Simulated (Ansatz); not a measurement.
# 1,2-elimination

Start structure (BNH$_{3}$F, singlet), relaxed at PBE0-D4/def2-TZVP:

```
atom    x (Å)    y (Å)    z (Å)
  B1  -0.1937   0.5397  -0.3311
  F2   0.1722   1.7253   0.1684
  N3   0.1889  -0.6219   0.3283
  H4   0.7346  -0.6164   1.1739
  H5  -0.8428   0.5093  -1.3356
  H6  -0.0590  -1.5360  -0.0038
```

The step: BNH₃F ([NH2][BH][F]) → BNH₂ ([BH][NH]) + HF; bonds formed: F2–H4; bonds broken: B1–F2, N3–H4. Computed with Ansatz 0.2.0 (basis: def2-TZVPP and def2-QZVPP); correlated methods freeze the cores. Extrapolation: Hartree–Fock as exp(−7.88 √X), correlation as X^−2.97. Energies below are by CCSD(T) at an estimated basis limit (MP2 extrapolated from triple and quadruple zeta, plus CCSD(T) − MP2 in triple zeta).

What are the electronic barrier and the energy of the step, from the start structure to the end structure? (An estimate is asked for; the value comes from the calculation.)

The calculation gives: Barrier 75.01 kcal/mol; step energy 59.14 kcal/mol (uphill); reverse barrier, their difference, 15.87 kcal/mol. Barrier and step energy count from the start structure, the reverse barrier from the end structure.

The saddle point: One imaginary mode of 554i cm⁻¹.
| pair | start (Å) | saddle (Å) | end (Å) |
| --- | --- | --- | --- |
| F2–H4 | 2.61 | 1.03 | 0.94 |
| B1–F2 | 1.34 | 1.82 | 3.22 |
| N3–H4 | 1.01 | 1.51 | 1.89 |

Zero-point energy (harmonic, PBE0-D4): ZPE is 26.75 kcal/mol at the start and 22.56 kcal/mol at the saddle, so the barrier goes from 75.01 to 70.82 kcal/mol.

First-order rate constant out of the start structure at 898 K by transition-state theory, with harmonic vibrational free energies alone and no tunnelling: ΔA‡ = 70.77 kcal/mol, so k = (kB T/h) exp(−ΔA‡/kB T) ≈ 10^-4 s⁻¹ (an order of magnitude at best: rotation, the number of equivalent paths and anharmonicity are left out).

The T1 diagnostic stays at or below 0.016.

Labels in which every atom is bracketed show which atoms are joined, not bond orders.

For scale, one of the runs: CCSD(T)/def2-TZVPP, 135 basis functions, launched by `ansatz run in.yaml --threads 2 --pin off --events-out ev --progress --plain --max-ram 4352MiB`. The run took 8 s on 2 CPU threads of an Intel Xeon Platinum 8259CL (shared host), with 0.77 GiB of host memory at its peak.
